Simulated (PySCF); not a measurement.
Spin-rotation constants: SMILES p12p3p1p23, P₄

Geometry:
```
atom   x (Å)   y (Å)   z (Å)
  P1   1.208  -0.276  -0.494
  P2  -0.419   1.206  -0.502
  P3  -0.888  -0.944  -0.437
  P4   0.001   0.042   1.318
```

Computed, not measured: GIAO OLYP/pcSseg-2 magnetisability, rotational g tensor and spin-rotation constants, non-relativistic, gas phase (PySCF). Geometry: PBE0-D3(BJ)/def2-SVP.

(1) Give the nuclear spin-rotation constants along the inertial axes (H = +C I·J) beside the isotropic shieldings.

Answers

(1) Rotational constants 3.3710, 3.3693, 3.3691 GHz.
| atom | isotope | Caa (kHz) | Cbb (kHz) | Ccc (kHz) | mean (kHz) | σ (ppm) |
| --- | --- | --- | --- | --- | --- | --- |
| P1 | 31P | 0.954 | 0.953 | 0.953 | 0.953 | 847.2 |
| P2 | 31P | 0.950 | 0.950 | 0.950 | 0.950 | 847.6 |
| P3 | 31P | 0.948 | 0.948 | 0.948 | 0.948 | 847.8 |
| P4 | 31P | 0.953 | 0.953 | 0.953 | 0.953 | 847.2 |

Where two moments of inertia are equal or nearly so, the constants along those axes are given as their average.
For the geometry as given, no vibrational averaging.
